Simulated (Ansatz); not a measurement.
# ClH3Si: a dynamics run in two tries

Wanted: a short trajectory, and a check that the input is sound. SMILES of the start: [SiH3]Cl.

Program: Ansatz 0.2.0. Level of theory: RKS BHLYP/def2-SVP. These are calculated values, not measurements.

## 1. The structure to begin with

Bond lengths: Si1–H2 1.439 Å, Si1–Cl3 2.045 Å, Si1–H4 1.460 Å, Si1–H5 1.489 Å. Angles: H2–Si1–Cl3 109.7°, H2–Si1–H4 106.9°, H2–Si1–H5 114.7°, Cl3–Si1–H4 114.0°, Cl3–Si1–H5 112.6°, H4–Si1–H5 98.5°.

As a file:

```xyz
5

Si    0.0219   -0.0031   -0.0015
H     0.0193    0.0713    1.4358
Cl    1.9484    0.0005   -0.6880
H    -0.7831    1.1143   -0.4853
H    -0.7852   -1.1184   -0.5688
```

## 2. The run

input.yaml reads:

```yaml
crystal:
  periodic: [false, false, false]
  atoms:
    - { symbol: Si, position_ang: [0.021858, -0.003077, -0.001475] }
    - { symbol: H, position_ang: [0.019312, 0.071321, 1.435807] }
    - { symbol: Cl, position_ang: [1.94842, 0.000526, -0.687963] }
    - { symbol: H, position_ang: [-0.783086, 1.114257, -0.485309] }
    - { symbol: H, position_ang: [-0.785153, -1.118365, -0.568847] }
basis:
  gaussian: { orbitals: def2-SVP }
hamiltonian:
  xc: { name: BHLYP }
md:
  timestep: 0.5
  n_steps: 25
  ensemble: nve
  temperature: 500.0
  initial_velocities: maxwell_boltzmann
  seed: 411112
  masses: [{ species: H, mass: 3.016 }]
  temperature_schedule: [{ n_steps: 10, end_temperature: 100.0 }]
```

The run is started by

```
$ ansatz run input.yaml --threads 1 --pin off --max-ram 2048MiB --backend cpu --events-out ev --progress --plain --runs-dir out
```

Q: Predict the outcome of this session. Wanted: first try.

The runs gave:

| quantity | value |
| --- | --- |
| first try | refused |
| cause | a temperature schedule needs a thermostat, and a run at constant energy has none |

**Reading.** The fault in the first input was caught at the input check and cost nothing.
